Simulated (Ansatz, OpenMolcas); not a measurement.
## From OpenMolcas to Ansatz

OpenMolcas 26.06 runs this on SiH (SMILES [SiH]):

coord.xyz:
```
2

Si     0.000000     0.000000    -0.007580
H      0.000000     0.000000     1.524140
```

mol.input:
```
&gateway
baslib = $CurrDir
coord = coord.xyz
basis = 3-21G
group = NoSym
&seward
&scf
uhf
spin = 2
thresholds = 1e-10 1e-07 1e-07 1e-05
prorbitals = 1
&alaska
```

```bash
$ export MOLCAS_MEM=1860
$ pymolcas mol.input > mol.log
```

(Basis files named in the input come from the Basis Set Exchange and aren't shown.)

The shape is that of a PBE0-D4/def2-TZVP optimisation.

It gives a total energy of -287.907183 Eh.

**Question.** Write the same calculation for Ansatz 0.2.0 as an input file of the program's own, asking for the energy.

**Answer.** This input was run:

molecule.yaml:
```yaml
crystal:
  periodic: [false, false, false]
  atoms:
    - {symbol: Si, position_ang: [0.000000, 0.000000, -0.007580]}
    - {symbol: H, position_ang: [-0.000000, -0.000000, 1.524140]}
basis:
  gaussian:
    orbitals: 3-21G.json
magnetization:
  spin_polarized: true
  initial_magnetization: 1
hamiltonian:
  xc: hf
accuracy: high
```

```bash
$ ansatz run molecule.yaml --threads 1 --pin off --max-ram 3480MiB --events-out events.jsonl --progress --plain --runs-dir runs
```

(Basis files named in the input come from the Basis Set Exchange and aren't shown.)

Its energy is -287.907183 Eh, the same as the first but for the last digit, at most.
